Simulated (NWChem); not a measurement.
All runs are NWChem calculations. System: H2O, charge 0, spin multiplicity 1, displaced from the optimised geometry. Level: CCSD(T)/cc-pVDZ, 1 core orbitals frozen, spin-restricted.

Input file:

```
start mol
memory heap 100 mb stack 700 mb global 1900 mb
geometry units angstroms nocenter noautoz noautosym
  O      0.000000     0.000000     0.122623
  H      0.644035     0.000000    -0.398526
  H     -0.757688     0.000000    -0.490493
end
basis spherical
  * library cc-pvdz
end
scf
  rhf
  nopen 0
  maxiter 100
  thresh 1e-7
  semidirect memsize 60000000 filesize 0
end
ccsd
  freeze core 1
  maxiter 60
end
task ccsd(t) energy
```

NWChem printed:

```
             Northwest Computational Chemistry Package (NWChem) 7.3.0
             --------------------------------------------------------

                                NWChem Input Module
                                -------------------

 Scaling coordinates for geometry "geometry" by  1.889725989
 (inverse scale =  0.529177249)

                             Geometry "geometry" -> ""
                             -------------------------

 Output coordinates in angstroms (scale by  1.889725989 to convert to a.u.)

  No.       Tag          Charge          X              Y              Z
 ---- ---------------- ---------- -------------- -------------- --------------
    1 O                    8.0000     0.00000000     0.00000000     0.12262300
    2 H                    1.0000     0.64403500     0.00000000    -0.39852600
    3 H                    1.0000    -0.75768800     0.00000000    -0.49049300

 Effective nuclear repulsion energy (a.u.)       9.8299670092

            Nuclear Dipole moment (a.u.)
            ----------------------------
        X                 Y               Z
 ---------------- ---------------- ----------------
    -0.2147730278     0.0000000000     0.1737886505


 Summary of "ao basis" -> "" (spherical)
 ------------------------------------------------------------------------------
       Tag                 Description            Shells   Functions and Types
 ---------------- ------------------------------  ------  ---------------------
 *                          cc-pvdz                   on all atoms

 Summary of "ao basis" -> "ao basis" (spherical)
 ------------------------------------------------------------------------------
       Tag                 Description            Shells   Functions and Types
 ---------------- ------------------------------  ------  ---------------------
 O                          cc-pvdz                  6       14   3s2p1d
 H                          cc-pvdz                  3        5   2s1p

                                 NWChem SCF Module
                                 -----------------

  ao basis        = "ao basis"
  functions       =    24
  atoms           =     3
  closed shells   =     5
  open shells     =     0
  charge          =   0.00
  wavefunction    = RHF
  use symmetry    = F
  symmetry adapt  = F

 Summary of "ao basis" -> "ao basis" (spherical)
 ------------------------------------------------------------------------------
       Tag                 Description            Shells   Functions and Types
 ---------------- ------------------------------  ------  ---------------------
 O                          cc-pvdz                  6       14   3s2p1d
 H                          cc-pvdz                  3        5   2s1p

 Forming initial guess at       0.0s

      Superposition of Atomic Density Guess
      -------------------------------------

 Sum of atomic energies:         -75.76222910

      Non-variational initial energy
      ------------------------------

 Total energy =     -76.034767
 1-e energy   =    -122.735981
 2-e energy   =      36.871246
 HOMO         =      -0.491914
 LUMO         =       0.097720

 Starting SCF solution at       0.1s

 ----------------------------------------------
         Quadratically convergent ROHF

 Convergence threshold     :          1.000E-07
 Maximum no. of iterations :          100
 Final Fock-matrix accuracy:          1.000E-09
 ----------------------------------------------

              iter       energy          gnorm     gmax       time
[...]
-------------------------------------------------------------------------
   1     -0.2035364201 -2.035D-01  1.831D-02     0.11     0.00     0.11
   2     -0.2063938378 -2.857D-03  1.484D-02     0.11     0.00     0.11
   3     -0.2071722083 -7.784D-04  5.715D-04     0.13     0.00     0.13
   4     -0.2074010567 -2.288D-04  5.159D-04     0.12     0.00     0.11
   5     -0.2074206513 -1.959D-05  5.964D-05     0.12     0.00     0.11
   6     -0.2074229243 -2.273D-06  2.915D-05     0.12     0.00     0.11
   7     -0.2074226521  2.723D-07  9.447D-06     0.11     0.00     0.10
   8     -0.2074226147  3.737D-08  6.946D-07     0.11     0.00     0.10
                  *************converged*************
-------------------------------------------------------------------------

 -----------
 CCSD Energy
 -----------
 Reference energy:             -76.005311371581342
 CCSD corr. energy:             -0.207422614694111
 Total CCSD energy:            -76.212733986275452

 --------------------------------
 Spin Component Scaled (SCS) CCSD
 --------------------------------
 Same spin contribution:                 -0.045217681369086
 Same spin scaling factor:                1.130000000000000
 Opposite spin contribution:             -0.162204933325026
 Opposite spin scaling fact.:             1.270000000000000
 SCS-CCSD correlation energy:            -0.257096245269849
 Total SCS-CCSD energy:                 -76.262407616851192
 memory            104855260

*********triples calculation*********

nkpass=    1; nvpass=    1; memdrv=          10906; memtrn=         321488; memavail=      104855172
 memory available/node                      104855172
 total number of virtual orbitals        19
 number of virtuals per integral pass    19
 number of integral evaluations           1
 number of occupied per triples pass      4
 number of triples passes                 1

 commencing integral evaluation        1 at           1.06
  symmetry use  F
task         2 out of        78 done   2%  at       0.0 secs
task         4 out of        78 done   5%  at       0.0 secs
task         8 out of        78 done  10%  at       0.0 secs
task        12 out of        78 done  15%  at       0.0 secs
task        16 out of        78 done  20%  at       0.0 secs
task        20 out of        78 done  25%  at       0.1 secs
task        24 out of        78 done  30%  at       0.1 secs
task        28 out of        78 done  35%  at       0.1 secs
task        32 out of        78 done  41%  at       0.1 secs
task        36 out of        78 done  46%  at       0.1 secs
task        39 out of        78 done  50%  at       0.1 secs
task        43 out of        78 done  55%  at       0.1 secs
task        47 out of        78 done  60%  at       0.1 secs
task        51 out of        78 done  65%  at       0.1 secs
task        55 out of        78 done  70%  at       0.1 secs
task        59 out of        78 done  75%  at       0.1 secs
task        63 out of        78 done  80%  at       0.1 secs
task        67 out of        78 done  85%  at       0.1 secs
task        71 out of        78 done  91%  at       0.1 secs
task        75 out of        78 done  96%  at       0.1 secs
task        78 out of        78 done 100%  at       0.2 secs
 commencing triples evaluation - blocking       1
 ccsd(t): done        1 out of       19 progress:    5.3%
 ccsd(t): done        2 out of       19 progress:   10.5%
 ccsd(t): done        3 out of       19 progress:   15.8%
 ccsd(t): done        4 out of       19 progress:   21.1%
 ccsd(t): done        5 out of       19 progress:   26.3%
 ccsd(t): done        6 out of       19 progress:   31.6%
 ccsd(t): done        7 out of       19 progress:   36.8%
 ccsd(t): done        8 out of       19 progress:   42.1%
 ccsd(t): done        9 out of       19 progress:   47.4%
 ccsd(t): done       10 out of       19 progress:   52.6%
 ccsd(t): done       11 out of       19 progress:   57.9%
 ccsd(t): done       12 out of       19 progress:   63.2%
 ccsd(t): done       13 out of       19 progress:   68.4%
 ccsd(t): done       14 out of       19 progress:   73.7%
 ccsd(t): done       15 out of       19 progress:   78.9%
 ccsd(t): done       16 out of       19 progress:   84.2%
 ccsd(t): done       17 out of       19 progress:   89.5%
 ccsd(t): done       18 out of       19 progress:   94.7%
 ccsd(t): done       19 out of       19 progress:  100.0%
 Time for integral evaluation pass     1        0.15
 Time for triples evaluation pass      1        0.02

 pseudo-e(mp4)  -0.29080979577167E-02
 pseudo-e(mp5)   0.76010195990013E-04
        e(t)    -0.28320877617267E-02

 --------------
 CCSD(T) Energy
 --------------
 Reference energy:                     -76.005311371581342

 CCSD corr. energy:                     -0.207422614694111
 T(CCSD) corr. energy:                  -0.002908097957717
 Total CCSD+T(CCSD) energy:            -76.215642084233167

 CCSD corr. energy:                     -0.207422614694111
 (T) corr. energy:                      -0.002832087761727
 Total CCSD(T) energy:                 -76.215566074037184

 routine      calls  cpu(0)   cpu-min  cpu-ave  cpu-max   i/o
 aoccsd          1     0.00     0.00     0.00     0.00    0.00
 iterdrv         1     0.00     0.00     0.00     0.00    0.00
 pampt           8     0.01     0.01     0.01     0.01    0.00
 t2pm            8     0.01     0.01     0.01     0.01    0.00
 sxy             8     0.02     0.02     0.02     0.02    0.00
 ints        48672     0.76     0.76     0.76     0.76    0.00
 t2eri         624     0.04     0.04     0.04     0.04    0.00
 idx2          624     0.03     0.03     0.03     0.03    0.00
 idx34           8     0.00     0.00     0.00     0.00    0.00
 ht2pm           8     0.01     0.01     0.01     0.01    0.00
 itm             8     0.03     0.03     0.03     0.03    0.00
 pdiis           8     0.00     0.00     0.00     0.00    0.00
 triples         1     0.00     0.00     0.00     0.00    0.00
 rdtrpo          1     0.00     0.00     0.00     0.00    0.00
 trpmos          1     0.15     0.15     0.15     0.15    0.00
 trpdrv          1     0.01     0.01     0.01     0.01    0.00
 dovvv        1520     0.01     0.01     0.01     0.01    0.00
 doooo        1520     0.00     0.00     0.00     0.00    0.00
 tengy        1216     0.01     0.01     0.01     0.01    0.00
 Total                 1.10     1.10     1.10     1.10    0.00

 Task  times  cpu:        1.4s     wall:        1.4s

 Total times  cpu:        1.4s     wall:        1.4s
```
